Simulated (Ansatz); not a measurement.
Reaction: HCl (SMILES Cl) → HCl+ (parent SMILES Cl, doublet) + e-
Each species at its own B3LYP-D3(BJ)/def2-TZVP minimum (Ansatz, a program for electronic structure).

Property: adiabatic ionisation energy (electronic), in eV. Radicals and triplets start from unrestricted determinants; spin-orbit coupling is neglected. CBS(X,Y): correlation extrapolated as X^-3, Hartree-Fock from the larger set (Q,5: extrapolated as (X+1)exp(-9√X)). A bracket is a step between two methods taken in the basis named. Functionals run without relativity, which enters their misses. Double hybrids freeze cores in their MP2 part. 'core' is core correlation in cc-pwCVTZ (1s frozen past Ne), 'X2C' scalar relativity in cc-pVTZ-DK, both at CCSD(T). Full CI freezes restricted core orbitals, also for open shells; the composite that ends in it estimates full CI at the basis-set limit.

CCSD(T)/CBS(cc-pV(Q+d)Z,cc-pV(5+d)Z) + [CCSDT(Q) - CCSD(T)]/cc-pV(5+d)Z + [FCI - CCSDT(Q)]/cc-pV(D+d)Z + core + X2C (Ansatz) gives 12.80 eV.

Question: How far off this value is PBE/def2-TZVPD (Ansatz), in which direction, and which of these levels come nearer: r2SCAN/def2-TZVPD, PBE0/def2-TZVPD, wB97M-V/def2-TZVPD, B2PLYP/def2-TZVPD, CCSD(T)/CBS(cc-pV(Q+d)Z,cc-pV(5+d)Z) + core + X2C?

Answer: PBE gives 12.69 eV, 0.11 eV below it. Differences of the others: r2SCAN/def2-TZVPD (Ansatz) -0.11; PBE0/def2-TZVPD (Ansatz) -0.12; wB97M-V/def2-TZVPD (Ansatz) -0.08; B2PLYP/def2-TZVPD (Ansatz) -0.15; CCSD(T)/CBS(cc-pV(Q+d)Z,cc-pV(5+d)Z) + core + X2C (Ansatz) 0.01 eV. Nearer than PBE: wB97M-V/def2-TZVPD, CCSD(T)/CBS(cc-pV(Q+d)Z,cc-pV(5+d)Z) + core + X2C.
